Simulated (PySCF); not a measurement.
The isolated species cis allyl isocyanide, `[C-]#[N+]CC=C` is ionised with Al Kα (hν = 1486.6 eV). Calculated photoelectron kinetic energies of its computed core levels, recoil neglected:

| line | kinetic energy (eV) |
| --- | --- |
| 1 | 1195.65 |
| 2 | 1195.31 |
| 3 | 1194.60 |
| 4 | 1193.44 |
| 5 | 1080.26 |

Computed, not measured: PySCF 2.14.0, delta-SCF UKS SCAN, pcX-2 on the ionised atom, pcseg-1 elsewhere, spin-free X2C.

Question: Which element, shell and site does each line come from? Numbering: `[C-:1]#[N+:2][CH2:3][CH:4]=[CH2:5]`.

Answer: Against the vacuum level, binding energy = hν − kinetic energy.

```csv
line,binding energy (eV),level,atoms,environment
1,290.95,C 1s,C5,terminal =CH2 carbon
2,291.29,C 1s,C4,alkene CH carbon
3,292.00,C 1s,C1,isocyanide carbon
4,293.16,C 1s,C3,sp3 carbon bound to nitrogen
5,406.34,N 1s,N2,isocyanide nitrogen
```

Question: Where does line 1 move with hν = 1253.6 eV?

Answer: To 1253.6 − 290.95 = 962.65 eV; every photoline shifts by the change in photon energy, -233.0 eV.

Lowest listed C 1s: C5, bonded to C (double bond) and 2 H. Highest, 2.21 eV above it: C3, bonded to N, C and 2 H. Summing the Pauling electronegativity differences to the bonded atoms, each weighted by its formal bond order, gives -0.70 for the lowest site and -0.21 for the highest; the largest sum, +1.47, belongs to C1, 1.16 eV below the top.

Question: Which effective nuclear charge Zeff reproduces each element's mean 1s value in the hydrogen-like formula E = 13.606 eV × Zeff²?

Answer: C (Z = 6): mean 291.9 eV, Zeff = 4.63, Z − Zeff = 1.37; N (Z = 7): mean 406.3 eV, Zeff = 5.46, Z − Zeff = 1.54. Means run over the listed sites, weighted by atom count.

Other core shells, valence and Auger electrons aren't listed. The unrestricted hole states depart most from a pure doublet (⟨S²⟩ = 0.75; over 0.85 named) for C 1s of C1 (0.86), which makes this value less certain. The structure is a single PBE0-D3(BJ)/def2-SVP conformer in the gas phase; no vibrational or solvent corrections.

Hardware: one thread, Arm Neoverse V1, shared host. Cost: 29 s wall.

Conformer computed: `[C-:1]#[N+:2][CH2:3][CH:4]=[CH2:5]`: N2–C3–C4–C5 127°.
